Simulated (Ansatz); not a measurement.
input.yaml (Ansatz)

```yaml
crystal:
  lattice:
    - [12.0, 0.0, 0.0]
    - [0.0, 12.3, 0.0]
    - [0.0, 0.0, 12.6]
  atoms:
    - { symbol: Cl, position: [0.5, 0.5, 0.4206349206] }
    - { symbol: Cl, position: [0.5, 0.5, 0.5793650794] }
hamiltonian:
  xc: lda
  pseudopotentials:
    kind: paw
    azcp:
      Cl: "pseudopotentials/Cl.paw.azcp"
basis:
  ecutwfc: 420
  fft_grid_basis: typed
kpoints:
  mp_grid: { grid: [1, 1, 1], shift: [0, 0, 0] }
magnetization:
  spin_polarized: false
scf:
  occupations: { method: fermi_dirac, width: 0.01 }
relax:
  max_steps: 60
  f_tol: 0.01
```

Terminal output

```
Warning: the record states the generating functional pbe (its physics header spells it `PBE`), which answers neither for hamiltonian.xc's functional nor for the lda family's — results may be inconsistent (PPs are generated against a specific XC)
Engine: ansatz 0.2.0, aarch64-unknown-linux-gnu
Pseudopotentials: kind: paw
Pseudopotential: Cl, paw, valence charge 7, recommended cutoff 420 eV (normal) 
Functional definition: SPW92
  exchange = slater_x
  correlation = pw_c
Crystal: 2 atoms, lattice volume = 1859.760 Å³
Basis set: ecut = 420 eV, 36331 PW (Γ)
Bands: 11, of which v1, the nominal top of the filled ones, is band 7 counted from 1 (6 counted from 0)
Symmetry: 8 space group operations
Space group: Pmmm (ITA 47), of the structure as read, at distance tolerance 1.2e-4 Å
k-points: 1
Non-local potential: Cl, projectors of the file, l = 0: 2, l = 1: 2, l = 2: 2
PAW form: soft (Blöchl's): semilocal exchange-correlation on the pseudo side does not see the compensation charge
PAW frozen core: Cl, regenerated for the run's functional, and the local potential with it (the file was generated under x = pbe(κ = 0.804, μ = 0.2195149727645171), c = pbe(β = 0.06672455060314922))
PAW one-centre angular grid: Cl, 110 points (default); XC on 64 Gauss nodes
Initial density: superposition of atomic densities (neutral atoms: chi_scale 0, normalization atom), corrected by the library's trained network
Initial wavefunctions: pseudopotential atomic-orbital guess
Functional: x = slater, c = lda
SCF iter   1: F=—  HF=-2087.524726 eV  |F-HF|=—  |Δ(HF+E_count)|=         —  Δρ=8.27e-4  dr2=5.24e-3  ethr=1.77e-3  ⟨swp⟩=8.0  Hψ=87  notcnv=0
SCF iter   2: F=—  HF=-2087.523699 eV  |F-HF|=—  |Δ(HF+E_count)|=   1.03e-3  Δρ=3.76e-4  dr2=1.02e-3  ethr=3.74e-5  ⟨swp⟩=5.0  Hψ=31  notcnv=0
SCF iter   3: F=—  HF=-2087.523780 eV  |F-HF|=—  |Δ(HF+E_count)|=   8.10e-5  Δρ=7.58e-5  dr2=1.26e-4  ethr=7.28e-6  ⟨swp⟩=7.0  Hψ=26  notcnv=0
iter 4 did not close the SCF: its close was put off for the readings that it lacked (scf_convergence_deferred on its scf_iter line)
SCF iter   4: F=-2087.523753 eV  HF=-2087.523751 eV  |F-HF|=1.12e-6  |Δ(HF+E_count)|=   2.86e-5  Δρ=9.62e-6  dr2=8.35e-7  ethr=8.98e-7  ⟨swp⟩=4.0  Hψ=22  notcnv=0
iter 5 did not close the SCF: its close was put off for the readings that it lacked (scf_convergence_deferred on its scf_iter line)
SCF iter   5: F=-2087.523753 eV  HF=-2087.523753 eV  |F-HF|=9.89e-8  |Δ(HF+E_count)|=   1.23e-6  Δρ=1.98e-6  dr2=4.44e-8  ethr=5.96e-9  ⟨swp⟩=2.0  Hψ=22  notcnv=0
SCF iter   6: F=-2087.523753 eV  HF=-2087.523753 eV  |F-HF|=5.97e-10  |Δ(HF+E_count)|=   1.12e-7  Δρ=5.57e-7  dr2=4.60e-9  ethr=3.17e-10  ⟨swp⟩=2.0  Hψ=36  notcnv=0
SCF 1 converged in 6 iterations: F = -2087.523753 eV  dr2 = 4.60e-9
relax step   1: F+E_penalty+E_count = -2087.52375284 eV  Δ(F+E_penalty+E_count) = +0.000e0 eV  max|allowed force component| = 3.980e-1 eV/Å  Δτ_max = 0.0000 Å  (6 SCF iters, dr2 threshold 2.50e-6 eV, accepted)
Initial density: handed on by an earlier stage of this run
Initial wavefunctions: those handed on with the density
iter 1 solved again at ethr=5.65e-6 eV; its pass at ethr=3.10e-3 eV (dr2=7.92e-4 eV) is discarded
SCF iter   1: F=—  HF=-2087.528177 eV  |F-HF|=—  |Δ(HF+E_count)|=         —  Δρ=3.22e-4  dr2=9.74e-4  ethr=5.65e-6  ⟨swp⟩=4.0  Hψ=61  notcnv=0
SCF iter   2: F=—  HF=-2087.527876 eV  |F-HF|=—  |Δ(HF+E_count)|=   3.01e-4  Δρ=1.07e-4  dr2=1.12e-4  ethr=5.65e-6  ⟨swp⟩=3.0  Hψ=18  notcnv=0
SCF iter   3: F=—  HF=-2087.527845 eV  |F-HF|=—  |Δ(HF+E_count)|=   3.09e-5  Δρ=5.36e-5  dr2=1.79e-5  ethr=7.97e-7  ⟨swp⟩=3.0  Hψ=16  notcnv=0
SCF iter   4: F=-2087.527840 eV  HF=-2087.527840 eV  |F-HF|=2.26e-8  |Δ(HF+E_count)|=   4.96e-6  Δρ=2.91e-6  dr2=6.33e-8  ethr=7.07e-8  ⟨swp⟩=4.0  Hψ=35  notcnv=0
SCF 2 converged in 4 iterations: F = -2087.527840 eV  dr2 = 6.33e-8
relax step   2: F+E_penalty+E_count = -2087.52784022 eV  Δ(F+E_penalty+E_count) = -4.087e-3 eV  max|allowed force component| = 1.568e-2 eV/Å  Δτ_max = 0.0097 Å  (4 SCF iters, dr2 threshold 9.90e-6 eV, accepted)
iter 1 solved again at ethr=4.52e-10 eV; its pass at ethr=3.10e-3 eV (dr2=6.33e-8 eV) is discarded
SCF iter   1: F=—  HF=-2087.527840 eV  |F-HF|=—  |Δ(HF+E_count)|=         —  Δρ=2.92e-6  dr2=6.35e-8  ethr=4.52e-10  ⟨swp⟩=1.0  Hψ=46  notcnv=0
SCF iter   2: F=-2087.527840 eV  HF=-2087.527840 eV  |F-HF|=1.04e-8  |Δ(HF+E_count)|=   1.99e-8  Δρ=1.39e-6  dr2=1.11e-8  ethr=4.52e-10  ⟨swp⟩=4.0  Hψ=34  notcnv=0
SCF 3 converged in 2 iterations: F = -2087.527840 eV  dr2 = 1.11e-8
relax step   3: F+E_penalty+E_count = -2087.52784023 eV  Δ(F+E_penalty+E_count) = -7.972e-9 eV  max|allowed force component| = 1.573e-2 eV/Å  Δτ_max = 0.0000 Å  (2 SCF iters, accepted)
SCF iter   1: F=—  HF=-2087.527847 eV  |F-HF|=—  |Δ(HF+E_count)|=         —  Δρ=1.32e-5  dr2=1.62e-6  ethr=1.09e-7  ⟨swp⟩=2.0  Hψ=32  notcnv=0
SCF iter   2: F=—  HF=-2087.527846 eV  |F-HF|=—  |Δ(HF+E_count)|=   4.37e-7  Δρ=4.65e-6  dr2=1.90e-7  ethr=1.16e-8  ⟨swp⟩=2.0  Hψ=24  notcnv=0
SCF iter   3: F=-2087.527846 eV  HF=-2087.527846 eV  |F-HF|=4.23e-9  |Δ(HF+E_count)|=   3.32e-8  Δρ=2.29e-6  dr2=3.21e-8  ethr=7.14e-10  ⟨swp⟩=4.0  Hψ=34  notcnv=0
SCF 4 converged in 3 iterations: F = -2087.527846 eV  dr2 = 3.21e-8
relax step   4: F+E_penalty+E_count = -2087.52784625 eV  Δ(F+E_penalty+E_count) = -6.020e-6 eV  max|allowed force component| = 8.823e-7 eV/Å  Δτ_max = 0.0004 Å  (3 SCF iters, accepted)
SCF converged after 3 iterations
Free energy (F): -2087.527846 eV
Harris-Foulkes:  -2087.527846 eV  (|F-HF|=4.23e-9)
Internal energy: -2087.527846 eV  (E = F + TS)
E sigma→0 (E₀):  -2087.527846 eV
Fermi energy:    -5.646081 eV
--- Per-component energies (eV) ---
  E_band       = -177.207148
  E_kinetic    = 319.692070
  E_local      = -1764.240814  (includes V_loc(G=0)·N_el)
  E_nonlocal   = 60.879411
  E_hartree    = 720.699480
  E_xc         = -208.823827
  E_vxc        = -238.961186  (∫ρ·V_xc dr)
  E_paw        = -1250.016658  (= ΣΔE_a)
  E_vpaw       = 4.024695  (= ΣTr[D̂ρ^β])
  E_aug_tail   = 0.000201  (compensation charges beyond the density's cutoff)
  E_ewald      = 33.901308
  E_core_change = 0.380983  (= ΣΔE_core)
  E_smearing   = -0.000000  (= −TS)
  E_closure    = -0.000000  (closes the sum)
  Σ components = -2087.527846   (vs F -2087.527846, Δ=0.00e0)
--- Forces (eV/Å), atoms counted from 1 ---
  atom   1  Cl     0.00000000     0.00000000     0.00000088
  atom   2  Cl    -0.00000000    -0.00000000    -0.00000088
  max |Σ_I F_I| component: 5.17e-26 eV/Å
--- Relaxed structure (4 steps of the walk, 4 accepted, 0 SCFs on fresh bases) ---
  F+E_penalty+E_count = -2087.52784625 eV   max|allowed force component| = 8.823e-7 eV/Å
  atoms:
    - { symbol: Cl, position: [0.5, 0.49999999999999994, 0.4214385165371084] }
    - { symbol: Cl, position: [0.5, 0.49999999999999994, 0.5785614834628917] }
```
